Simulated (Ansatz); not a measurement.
**C3H4FN: one species, many methods**

One table from this session's results is given with a row withheld; the runs are named, their logs left out.

The runs use Ansatz 0.2.0, Gaussian basis; functionals in def2-TZVPP, the program's frozen cores in correlated methods.

Plan: LDA (SPW92), PBE-D4, revPBE-D4, BLYP-D4, r2SCAN-D4, B97M-V, PBE0-D4, B3LYP-D4, r2SCANh-D4, r2SCAN0-D4, HSE06-D4, BHLYP-D4, CAM-B3LYP-D4, LC-ωPBE, ωB97X-V, ωB97M-V, B2PLYP, PBE-QIDH; CCSD(T)/def2-SVP; CCSD(T)/def2-TZVPP; MP2/def2-QZVPP; extrapolation to the limit; RPA on PBE.

## The relaxed structure

An earlier PBE0-D4 in a triple-zeta def2 set relaxation fixed the geometry.

SMILES `NC1=C(F)C1`, 9 atoms, charge 0, spin multiplicity 1.

Atoms are counted from 1 here; the program's logs count them from 0.

Bond lengths: N1–C2 1.361 Å, N1–H6 1.008 Å, N1–H7 1.008 Å, C2–C3 1.285 Å, C2–C5 1.525 Å, C3–F4 1.319 Å, C3–C5 1.469 Å, C5–H8 1.097 Å, C5–H9 1.095 Å. Angles: C2–N1–H6 114.8°, C2–N1–H7 115.2°, H6–N1–H7 112.6°, N1–C2–C3 156.2°, N1–C2–C5 140.3°, C3–C2–C5 62.4°, C2–C3–F4 149.1°, C2–C3–C5 66.8°, F4–C3–C5 143.2°, C2–C5–C3 50.8°, C2–C5–H8 118.7°, C2–C5–H9 119.1°, C3–C5–H8 120.7°, C3–C5–H9 120.7°, H8–C5–H9 113.1°.

Set-up of the first run:

The input, in.yaml:

```yaml
crystal:
  periodic: [false, false, false]
  atoms:
    - {symbol: N, position_ang: [-1.073845, 1.080136, -0.501755]}
    - {symbol: C, position_ang: [-0.070811, 0.204179, -0.219824]}
    - {symbol: C, position_ang: [0.953055, -0.530715, -0.469037]}
    - {symbol: F, position_ang: [1.870287, -0.942576, -1.322406]}
    - {symbol: C, position_ang: [0.311579, -0.849381, 0.813590]}
    - {symbol: H, position_ang: [-1.437718, 1.576199, 0.296631]}
    - {symbol: H, position_ang: [-0.905272, 1.685199, -1.290418]}
    - {symbol: H, position_ang: [-0.321153, -1.739201, 0.917456]}
    - {symbol: H, position_ang: [0.762475, -0.530240, 1.758763]}
basis:
  gaussian: {orbitals: def2-TZVPP}
hamiltonian: {xc: lda}
output: {orbitals: {seedname: orbitals}}
```

Command:

```bash
$ ansatz run in.yaml --threads 2 --pin off --events-out ev --progress --plain --max-ram 4352MiB
```

Steps of the session up to this table: LDA; PBE-D4 (GGA); revPBE-D4 (GGA); BLYP-D4 (GGA); r2SCAN-D4 (meta-GGA); B97M-V (meta-GGA); PBE0-D4 (hybrid); B3LYP-D4 (hybrid); r2SCANh-D4 (hybrid); r2SCAN0-D4 (hybrid); HSE06-D4 (hybrid); BHLYP-D4 (hybrid); CAM-B3LYP-D4 (range-separated); LC-ωPBE (range-separated); ωB97X-V (range-separated); ωB97M-V (range-separated); B2PLYP (double hybrid); PBE-QIDH (double hybrid).

One of the session's tables, all rows but one given; the rest of the session is left out.

It belongs to the step «Orbital energies across the functionals». 

```
  functional  HOMO (eV)  LUMO (eV)  gap (eV)
 LDA (SPW92)      -4.91      -0.22      4.69
      PBE-D4      -4.76      -0.11      4.65
   revPBE-D4      -4.71      -0.07      4.64
     BLYP-D4      -4.66      -0.18      4.48
   r2SCAN-D4      -4.94       0.60      5.54
      B97M-V      -5.01       0.14      5.16
     PBE0-D4      -5.97       0.73      6.70
    B3LYP-D4      -5.78       0.34      6.12
  r2SCANh-D4      -5.40       0.87      6.27
  r2SCAN0-D4      -6.09       1.23      7.32
    HSE06-D4      -5.57       0.36      5.93
    BHLYP-D4          ?          ?         ?
CAM-B3LYP-D4      -7.30       1.47      8.77
     LC-ωPBE      -8.60       2.84     11.44
     ωB97X-V      -8.24       2.63     10.88
     ωB97M-V      -8.15       2.14     10.29
```

Q: Estimate the row for BHLYP-D4 from the others.

Worked estimate for «HOMO (eV)». Against the share of exact exchange, BLYP-D4 (0, -4.66), B3LYP-D4 (0.2, -5.78) give a slope of -5.60 per unit share; at 0.5 the line stands at -7.46.

**Answer.** HOMO (eV): -7.08; LUMO (eV): 1.30; gap (eV): 8.38. In «HOMO (eV)» the line misses by -0.38.
